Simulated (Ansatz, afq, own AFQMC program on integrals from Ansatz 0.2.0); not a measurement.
**SiF$_{2}$, triplet in def2-TZVP, levels against AFQMC with the constraint released**

```yaml
atoms:
  - { symbol: F, position_ang: [0.1714, 1.2614, 0.2337] }
  - { symbol: Si, position_ang: [-0.6080, -0.0474, -0.3373] }
  - { symbol: F, position_ang: [0.4367, -1.2140, 0.1036] }
```

Connectivity, by distances: F–Si–F.

Basis def2-TZVP. Only valence electrons are correlated. Ansatz 0.2.0 and our own AFQMC program on the same integrals; the CISD trial comes from CCSD amplitudes, and released means the phaseless constraint is let go. ± is one standard error of the sampling.

Determinant: UHF, the one that the program's search chose, which needn't be the lowest solution. The geometry is a PBE0/def2-SVP stationary point of this or a neighbouring charge and spin state.

No full CI on the walks' own integrals is used here. The released AFQMC energy serves as the reference, which it does only where one determinant dominates, the energy is flat over the last release times and near the phaseless one (40 meV or 2 meV an electron, half that with transition metals). On small molecules, where full CI could be run and the noise was under 10 meV, such values lay within 10 meV of it in 19 cases of 20, a flattering rate, since the rule was set on those same cases; what remains of the bias isn't in the error bar.

Cautions: another spin lies lower (by 3.31 eV); the released value is read at 1.50 1/Eh with a noise of 11 meV, more than in the cases checked (meV from the phaseless value at times in 1/Eh: -12 ± 7 at 0.24, -3 ± 7 at 0.51, -1 ± 8 at 0.99, 9 ± 11 at 1.50).

- T1 diagnostic: 0.0164
- weight of the determinant in the CISD state: 0.884
- ⟨S²⟩ of the determinant: 2.003
- size of the correlated space: 18 electrons in 92 orbitals

Reference: AFQMC with the constraint released, correlation energy -16.051 ± 0.011 eV.

```tsv
level	E − E(reference) (kJ/mol)	share of correlation (%)
HF	1548.7 ± 1.0	0.00
MP2	57.2 ± 1.0	96.31
CCSD	47.6 ± 1.0	96.93
CCSD(T)	2.3 ± 1.0	99.85
ph-AFQMC/CISD	-0.9 ± 1.2	100.06
```

A walk keeps the symmetry of its determinant, which the program's search chose and which needn't be the lowest solution, so a lower state of the same spin and another symmetry isn't excluded. Released energies are given only where the last usable release times agree within the noise; a slower fall can still hide under it.
